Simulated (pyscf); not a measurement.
Routes from H₃C–CH•–F + hydrogen fluoride (HF)

Candidate steps break at most two bonds and form at most two. Each was searched with GFN2-xTB (tblite) first. Structures and frequencies: ωB97X-D3(BJ)/def2-SVP in PySCF. Energies: ωB97M-D3(BJ)/def2-TZVP, eV, from the separated reactants, doublet surface.

```json
[
 {"products": "H₃C–CH(F)–F + H•", "type": "atom transfer (F–H broken, C–F formed)", "ΔE‡": "2.10", "ΔE": "+0.61", "ΔG‡ 298 K": "2.41", "ΔG‡ 900 K": "3.27", "ν‡ (cm⁻¹)": "1960i"},
 {"products": "H₃C–CH•–F + HF", "type": "four-centre exchange", "ΔE‡": "2.35", "ΔE": "0.00", "ΔG‡ 298 K": "2.73", "ΔG‡ 900 K": "3.66", "ν‡ (cm⁻¹)": "1073i"},
 {"products": "H₃C–CH(F)–F + H•", "type": "concerted two-bond exchange (C–H, F–H broken, C–F, C–H formed)", "ΔE‡": "2.55", "ΔE": "+0.61", "ΔG‡ 298 K": "2.92", "ΔG‡ 900 K": "3.88", "ν‡ (cm⁻¹)": "1354i"}
]
```

Row 1: On the reactant side the descent ends in a complex (not fully relaxed), 0.19 eV under the separated species and 2.37 eV under the saddle at ωB97X-D3(BJ)/def2-TZVP. Row 2: On the reactant side the descent ends in a complex, 0.22 eV under the separated species and 2.61 eV under the saddle at ωB97X-D3(BJ)/def2-TZVP. On the product side the descent ends in a complex, 0.22 eV under the separated species and 2.62 eV under the saddle at ωB97X-D3(BJ)/def2-TZVP. Row 3: On the reactant side the descent ends in a complex, 0.19 eV under the separated species and 2.76 eV under the saddle at ωB97X-D3(BJ)/def2-TZVP. 

Plain bond fissions and candidates not yet searched are not listed, and one of them may be faster. Each barrier is that of the saddle found; lower ones may exist.
